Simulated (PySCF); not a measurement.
Compound: C5H5F.
InChI=1S/C5H5F/c1-2-5(6)3-4-5/h1H,3-4H2

The closed-shell ground state was solved at several levels (PySCF, density fitting, gas phase, non-relativistic). Geometry: PBE0-D3(BJ)/def2-SVP; no solvent, vibrations or thermal averaging.

```tsv
level	basis functions	total energy (Eh)	HOMO (eV)	LUMO (eV)	gap (eV)	dipole (D)
B3LYP/def2-SVPD	163	-293.0707	-7.32	-0.07	7.25	1.91
B97-2/pcSseg-2	286	-293.2832	-7.23	0.13	7.36	1.86
PBE0/pcSseg-1	127	-292.9079	-7.50	0.34	7.84	1.84
```

(1) Estimate the row for B3LYP/pcJ-1, a basis of 212 functions; the other rows only guide the guess.

(2) Over all these levels, which gives the widest orbital gap and which the narrowest?

(3) How far do the dipole and the HOMO energy spread over the levels?

Results:

(1) Total energy -293.2817 Eh, HOMO -7.26 eV, LUMO 0.12 eV, gap 7.38 eV, dipole 1.83 D.

(2) PBE0/pcSseg-1 (global hybrid, 25 % exact exchange) has the widest, 7.84 eV, and B3LYP/def2-SVPD (global hybrid, 20 % exact exchange) the narrowest, 7.25 eV. Functional and basis both differ between the two, so the spread mixes both effects.

(3) The dipole runs from 1.83 to 1.91 D (mean 1.86 D) and the HOMO from -7.50 to -7.23 eV.
